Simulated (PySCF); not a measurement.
Gas-phase reaction: Si₂O₂ → 2 SiO, at 500 K and a standard pressure of 1 bar. Level: PBE/def2-TZVP†.

Computed with PySCF and rigid-rotor harmonic-oscillator thermochemistry at 1 bar. † marks an energy on the PBE0/def2-TZVP geometry and frequencies. All species are closed-shell singlets. Si₂O₂: computed as isolated molecules; such fragments, hydroxides, amides, oligomers or adducts are transient or little studied in the gas. The harmonic model lacks anharmonicity and excited electronic states, which grow with temperature; levels with a mode under 35 cm⁻¹ are left out.

```csv
species,E (Ha),H(500 K) − E (kJ/mol),S°(500 K) (J/mol/K)
Si₂O₂,-729.17039,48.9,304.0
SiO,-364.54402,22.6,227.5
```
E: electronic energy; H − E holds the zero-point and thermal terms. 1 Ha = 2625.5 kJ/mol.

Question: Work out ΔH°, ΔS°, ΔG° and log10 K from these numbers.

Answer: 1. ΔE = 2×(-364.54402) − 1×(-729.17039) = 0.08235 Ha = 216.2 kJ.
2. Δ(H − E) = 2×(22.6) − 1×(48.9) = -3.7 kJ, so ΔH° = 212.5 kJ.
3. ΔS° = 2×(227.5) − 1×(304.0) = 151.0 J/K; the number of gas molecules changes by +1.
4. ΔG° = ΔH° − TΔS° = 212.5 − 500×(151.0)/1000 = 137.0 kJ.
5. log10 K = −ΔG°/(RT ln 10) = -14.32, with RT ln 10 = 9.57 kJ/mol; at standard pressures the reactants are favoured.
6. A shift of 10 kJ in ΔE would move log10 K by 1.04 here.
For scale, ΔH°(298 K) is 213 kJ at this level, 241 kJ at ωB97M-V/def2-TZVP†, and runs from 72 to 272 kJ over the 20 levels computed.
